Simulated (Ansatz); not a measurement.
System: rock-salt BaS. Method: PBE0 (PAW; Ansatz, a program for electronic structure).

Numerical settings: plane-wave cutoff 460 eV, 8×8×8 k mesh, Fermi–Dirac smearing 0.01 eV, scalar-relativistic PAW data made under PBE.

Results at a series of volumes:

```csv
V (Å³/atom),E − E_lowest (meV/atom)
31.190,13.15
31.890,4.31
32.832,0.00
33.652,2.44
34.473,9.89
```

Problem. What bulk modulus B0 and pressure derivative B′ does a third-order Birch–Murnaghan fit give?

Solution. V0 = 32.874 Å³/atom, B0 = 44.4 GPa, B′ = 4.5 (fit to the energies at full precision).

Measured, for comparison: equilibrium volume per atom 32.60 Å³/atom (room temperature, no zero-point or thermal correction; as tabulated in Lucero et al. (2012), arXiv:1111.4515). Computed (rounded) less measured: equilibrium volume per atom +0.8 %.

Spin–orbit coupling is not included.

Static lattice: no zero-point or thermal effects.
